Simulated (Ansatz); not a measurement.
in.yaml

```yaml
crystal:
  periodic: [false, false, false]
  atoms:
    - {symbol: Zr, position_ang: [0.000000, 0.000000, 0.000000]}
    - {symbol: O, position_ang: [0.000000, 0.000000, 2.388000]}
basis:
  gaussian: {orbitals: def2-TZVPP}
magnetization: {spin_polarized: true, initial_magnetization: 2}
correlation: {method: ccsdt_q, electrons: outside_noble_gas}
```

```sh
$ ansatz run in.yaml --threads 2 --pin off --events-out ev --progress --plain --max-ram 24576MiB --backend cuda --devices 0, --max-vram 18GiB
```

The program prints:

```
1054 factors; integrals over basis functions are off by at most 2.3e-7 eV
mean field evaluation 1: about -3287.2523 eV, gradient 4.5e1 eV
mean field evaluation 2: about -3287.2581 eV, gradient 4.5e1 eV
mean field evaluation 4: about -3296.7869 eV, gradient 1.7e1 eV
mean field evaluation 8: about -3299.0148 eV, gradient 4.3e-1 eV
mean field evaluation 16: about -3300.5198 eV, gradient 3.5e-1 eV
mean field evaluation 32: about -3301.1065 eV, gradient 2.7e-1 eV
mean field evaluation 64: about -3301.1520 eV, gradient 2.8e-6 eV
mean field evaluation 96: about -3301.1405 eV, gradient 2.9e-1 eV
mean field evaluation 128: about -3298.7461 eV, gradient 2.6e-1 eV
mean field evaluation 160: about -3301.8351 eV, gradient 6.8e-5 eV
...
mean field -3301.83510097 eV, -121.3402018964 hartree, gradient 1.9e-6 eV, S^2 2.995003; 91 other end points of the search recorded, 0 dependent functions left out
determinant -3301.83510097 eV, -121.3402018964 hartree, with singles and doubles -3308.65565180 eV, -121.5908525162 hartree
determinant -3301.74380610 eV, -121.3368468717 hartree, with singles and doubles -3308.65212823 eV, -121.5907230275 hartree
determinant -3301.56171752 eV, -121.3301552399 hartree, with singles and doubles -3308.18392750 eV, -121.5735169679 hartree
determinant -3301.45654350 eV, -121.3262901661 hartree, with singles and doubles -3308.15111147 eV, -121.5723110010 hartree
determinant -3301.34657030 eV, -121.3222487254 hartree, with singles and doubles -3308.20079560 eV, -121.5741368591 hartree
determinant -3301.30757582 eV, -121.3208157048 hartree, with singles and doubles -3307.88824806 eV, -121.5626509490 hartree
determinant -3301.15407952 eV, -121.3151748197 hartree, with singles and doubles -3308.05963631 eV, -121.5689493510 hartree
determinant -3301.15195192 eV, -121.3150966318 hartree, with singles and doubles -3308.27896975 eV, -121.5770097064 hartree
determinant -3301.14827687 eV, -121.3149615764 hartree, with singles and doubles -3308.32518364 eV, -121.5787080354 hartree
determinant -3301.11924929 eV, -121.3138948324 hartree, with singles and doubles -3308.22799562 eV, -121.5751364415 hartree
determinant -3301.05540552 eV, -121.3115486173 hartree, with singles and doubles -3308.08854524 eV, -121.5700117345 hartree
determinant -3300.93992549 eV, -121.3073048042 hartree, with singles and doubles -3308.28298697 eV, -121.5771573363 hartree
determinant -3300.91849895 eV, -121.3065173937 hartree, with singles and doubles -3307.89506406 eV, -121.5629014323 hartree
determinant -3300.85712873 eV, -121.3042620795 hartree, with singles and doubles -3307.88437841 eV, -121.5625087419 hartree
determinant -3300.76199768 eV, -121.3007660780 hartree, with singles and doubles -3307.81553009 eV, -121.5599786128 hartree
determinant -3300.73277988 eV, -121.2996923434 hartree, with singles and doubles -3307.74475789 eV, -121.5573777826 hartree
determinant -3300.72939438 eV, -121.2995679286 hartree, with singles and doubles -3307.74601530 eV, -121.5574239916 hartree
determinant -3300.60968538 eV, -121.2951687042 hartree, with singles and doubles -3308.23751227 eV, -121.5754861721 hartree
determinant -3300.52354977 eV, -121.2920032789 hartree, with singles and doubles -3307.87349373 eV, -121.5621087375 hartree
determinant -3300.41807505 eV, -121.2881271543 hartree, with singles and doubles -3307.41509134 eV, -121.5452627604 hartree
...
determinant -3300.05335501 eV, -121.2747239402 hartree, with singles and doubles -3307.35682365 eV, -121.5431214623 hartree
determinant -3300.03155813 eV, -121.2739229197 hartree, with singles and doubles -3307.25954393 eV, -121.5395464985 hartree
determinant -3300.02605608 eV, -121.2737207230 hartree, with singles and doubles -3307.40137463 eV, -121.5447586806 hartree
determinant -3300.00614184 eV, -121.2729888880 hartree, with singles and doubles -3306.77712922 eV, -121.5218180848 hartree
determinant -3299.92523975 eV, -121.2700157913 hartree, with singles and doubles -3306.92675306 eV, -121.5273166595 hartree
determinant -3299.90214192 eV, -121.2691669616 hartree, with singles and doubles -3306.93577238 eV, -121.5276481134 hartree
determinant -3299.87572429 eV, -121.2681961317 hartree, with singles and doubles -3306.94365793 eV, -121.5279379021 hartree
determinant -3299.85104077 eV, -121.2672890291 hartree, with singles and doubles -3306.95777438 eV, -121.5284566719 hartree
determinant -3299.75491769 eV, -121.2637565708 hartree, with singles and doubles -3306.82851355 eV, -121.5237064241 hartree
determinant -3299.74469200 eV, -121.2633807836 hartree, with singles and doubles -3306.80367047 eV, -121.5227934577 hartree
determinant -3299.62218657 eV, -121.2588787922 hartree, with singles and doubles -3306.76712935 eV, -121.5214505964 hartree
determinant -3299.61229792 eV, -121.2585153910 hartree, with singles and doubles -3306.52485012 eV, -121.5125469989 hartree
determinant -3299.56305595 eV, -121.2567057819 hartree, with singles and doubles -3307.33533366 eV, -121.5423317197 hartree
determinant -3299.48859784 eV, -121.2539694968 hartree, with singles and doubles -3307.15349754 eV, -121.5356493653 hartree
determinant -3299.43548144 eV, -121.2520175054 hartree, with singles and doubles -3306.74543255 eV, -121.5206532536 hartree
determinant -3299.23528906 eV, -121.2446605710 hartree, with singles and doubles -3306.54502182 eV, -121.5132882952 hartree
determinant -3299.19771718 eV, -121.2432798299 hartree, with singles and doubles -3306.82605462 eV, -121.5236160600 hartree
determinant -3299.00131514 eV, -121.2360621880 hartree, with singles and doubles -3306.83959238 eV, -121.5241135635 hartree
determinant -3298.92247740 eV, -121.2331649545 hartree, with singles and doubles -3305.94415481 eV, -121.4912068397 hartree
determinant -3298.88919367 eV, -121.2319417998 hartree, with singles and doubles -3306.17726108 eV, -121.4997733373 hartree
determinant -3298.75783402 eV, -121.2271144220 hartree, with singles and doubles -3304.23375173 eV, -121.4283506858 hartree
determinant -3298.55004809 eV, -121.2194784296 hartree, with singles and doubles -3306.49283391 eV, -121.5113704248 hartree
determinant -3298.44724706 eV, -121.2157005616 hartree, with singles and doubles -3305.53668736 eV, -121.4762326871 hartree
determinant -3301.83510097 eV, -121.3402018964 hartree, with singles and doubles -3308.80437551 eV, -121.5963180120 hartree
determinant -3301.74380610 eV, -121.3368468717 hartree, with singles and doubles -3308.80859705 eV, -121.5964731506 hartree
determinant -3301.56171752 eV, -121.3301552399 hartree, with singles and doubles -3308.18786941 eV, -121.5736618304 hartree
determinant -3301.45654350 eV, -121.3262901661 hartree, with singles and doubles -3308.16898446 eV, -121.5729678214 hartree
determinant -3301.34657030 eV, -121.3222487254 hartree, with singles and doubles -3308.22193599 eV, -121.5749137543 hartree
determinant -3301.15195192 eV, -121.3150966318 hartree, with singles and doubles -3308.40346268 eV, -121.5815847369 hartree
determinant -3301.14827687 eV, -121.3149615764 hartree, with singles and doubles -3308.62497039 eV, -121.5897249953 hartree
determinant -3301.11924929 eV, -121.3138948324 hartree, with singles and doubles -3308.25595260 eV, -121.5761638417 hartree
determinant -3300.93992549 eV, -121.3073048042 hartree, with singles and doubles -3308.54322597 eV, -121.5867209433 hartree
determinant -3300.60968538 eV, -121.2951687042 hartree, with singles and doubles -3308.23202941 eV, -121.5752846805 hartree
5 core orbitals not correlated: weight in the atoms' cores, before any rotation towards them, 0.992 or more for the frozen orbitals, at most 0.008 for the correlated occupied ones
reference -3301.74380610 eV, -121.3368468717 hartree; 6, 4 occupied and 76, 78 virtual orbitals, 1054 factors
second order -6.33511754 eV of doubles, -0.00000000 eV of singles
...
cycle  50  -7.83582212 eV  change   -2.3e-6 eV  update   2.7e-6
cycle  51  -7.83582373 eV  change   -1.6e-6 eV  update   2.3e-6
cycle  52  -7.83582526 eV  change   -1.5e-6 eV  update   1.8e-6
cycle  53  -7.83582716 eV  change   -1.9e-6 eV  update   1.6e-6
cycle  54  -7.83582896 eV  change   -1.8e-6 eV  update   1.3e-6
cycle  55  -7.83583101 eV  change   -2.0e-6 eV  update   1.0e-6
cycle  56  -7.83583328 eV  change   -2.3e-6 eV  update   9.0e-7
cycle  57  -7.83583431 eV  change   -1.0e-6 eV  update   7.1e-7
cycle  58  -7.83583542 eV  change   -1.1e-6 eV  update   6.2e-7
cycle  59  -7.83583547 eV  change   -5.4e-8 eV  update   4.5e-7
perturbative correction -0.36474835 eV, -0.0134042548 hartree
WARN: the results are in doubt because among natural orbitals full CI differs from the method by +0.089 eV
Total energy: -3309.94438992 eV, -121.6382127687 hartree
In doubt: among natural orbitals full CI differs from the method by +0.089 eV
```

The determinant lies 0.09 eV above the lowest one of its kind in the log. Its ⟨S²⟩ is 3.00 against 2.00 for a pure state. The T1 diagnostic is 0.186.

Ran on 2 threads of AMD EPYC 7R13 with a shared H100 80 GB, shared host: 2.8 min wall, 0.93 GiB peak host memory.
